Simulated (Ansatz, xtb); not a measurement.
## Relative energy of two isomers of C4H6O

Structure I: `C/C=C/C=O`, a singlet. Structure II: `C=C(C)C=O`, a singlet. Both are isolated molecules in the gas phase, relaxed with r2SCAN-D4/def2-SVP; each stands in its lowest conformer found.

Energies in hartree; the thermal terms are from r2SCAN-D4/def2-SVP harmonic frequencies (ideal gas, rigid rotor, one conformer each, 298.15 K, 1 atm) and include the zero-point energy:

```
                              I           II
E, CCSD(T)/def2-SVP  −230.418094  −230.419895
    E, MP2/def2-SVP  −230.347165  −230.349001
  E, MP2/def2-TZVPP  −230.774214  −230.775686
  zero-point energy     0.088963     0.088966
       H(298 K) − E     0.095707     0.095593
       G(298 K) − E     0.060329     0.060391
```

Question: Correct the CCSD(T) difference for the basis set by the MP2 change, then work out ΔE, ΔE₀, ΔH and ΔG for I → II in kJ/mol (1 Eh = 2625.50 kJ/mol) and the equilibrium ratio [II]/[I].

Answer: 1. Differences II − I: CCSD(T) −0.001801, MP2 in the small set −0.001836, MP2 in the large set −0.001472 Eh.
2. ΔE = −0.001801 + (−0.001472 − (−0.001836)) = −0.001437 Eh = −3.77 kJ/mol.
3. ΔE₀ = ΔE + ΔZPE = −0.001437 + (+0.000003) Eh = −3.76 kJ/mol.
4. ΔH = ΔE + (−0.000114) Eh = −4.07 kJ/mol.
5. ΔG = ΔE + (+0.000062) Eh = −3.61 kJ/mol, so ΔS = (ΔH − ΔG)/T = −1.5 J/(mol K).
6. kT = 0.9442 mEh, so K = [II]/[I] = exp(−ΔG/kT) = exp(+1.46) ≈ 4.3.

The two are too close for this level to say which is favoured. An error of 4 kJ/mol in ΔG would change K by a factor of 5. Mirror images and further conformers aren't counted.

As drawn, both hold the same kinds of bond in the same numbers.

Other levels gave ΔE = +5.7 (GFN2-xTB); +1.8 (HF/STO-3G, GFN2-xTB geometries); −0.6 (r2SCAN-D4/def2-SVP//GFN2-xTB); −1.0 (r2SCAN-D4/def2-SVP); +0.1 (HF/def2-SVP); −4.8 (MP2/def2-SVP); −4.7 (CCSD(T)/def2-SVP) kJ/mol. The correlated steps freeze 5 core orbitals. Programs: Ansatz 0.2.0, xtb 6.7.1.
